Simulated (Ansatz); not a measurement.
Born–Oppenheimer molecular dynamics of CH9NSi (12 atoms, charge 0, multiplicity 1). It starts at the highest image of a converged band. Of that band: Neighbouring images differ by up to 1.5 eV, so the band resolves the path poorly. A vibrational analysis at the climbing image gives one clearly imaginary mode, 1280i cm⁻¹: a first-order saddle point.

Level of theory: RKS PBE/6-31G* in Ansatz.

```yaml
ensemble: NVE (velocity Verlet)
time_step: 0.5 fs
steps_asked: 200
starting_velocities_drawn_for: 300 K
seed: 4380
```

First frame:

```xyz
12
Properties=species:S:1:pos:R:3
Si 0.066 -0.184 0.133
N 0.285 -0.225 2.050
H -0.551 -0.492 2.586
H 0.705 0.614 2.477
H 1.283 0.356 -0.553
H -0.839 1.052 0.166
C -1.040 -1.464 -0.723
H -1.672 -1.974 0.027
H -1.713 -0.974 -1.446
H -0.438 -2.237 -1.224
H 1.216 -1.649 0.638
H 0.987 -1.147 1.672
```

Problem. How far do the bonds stretch over the last three quarters of this one trajectory? (Pairs bonded in most of those frames.)

Solution. 
| bond | mean (Å) | spread (Å) | shortest | longest |
| --- | --- | --- | --- | --- |
| Si1–H5 | 1.513 | 0.036 | 1.46 | 1.57 |
| Si1–H6 | 1.529 | 0.051 | 1.44 | 1.62 |
| Si1–C7 | 1.895 | 0.051 | 1.81 | 1.97 |
| Si1–H11 | 1.531 | 0.080 | 1.42 | 1.77 |
| N2–H3 | 1.031 | 0.025 | 0.98 | 1.08 |
| N2–H4 | 1.032 | 0.026 | 0.98 | 1.09 |
| N2–H12 | 1.039 | 0.049 | 0.96 | 1.13 |
| C7–H8 | 1.107 | 0.013 | 1.08 | 1.13 |
| C7–H9 | 1.106 | 0.016 | 1.08 | 1.13 |
| C7–H10 | 1.105 | 0.012 | 1.09 | 1.13 |

Mean temperature of the second half: 1134 K. The conserved energy stayed within 0.2 meV per atom of its start (net change 0.12 meV per atom), so the integration is sound. The kinetic energy rose, since the run started high on the potential surface and went downhill. It ends in pieces (CH6Si + H3N), so much of that is their flight and rotation, not heat. A run of 0.1 ps of so small a system gives no equilibrium averages. The orbitals stay closed-shell, which can raise the energy where a bond breaks towards radicals; this wasn't checked here.

Time of the run: 4.9 min on 1 thread of Intel(R) Xeon(R) Platinum 8488C (Sapphire Rapids), with other jobs on the host, peak memory 0.12 GiB.
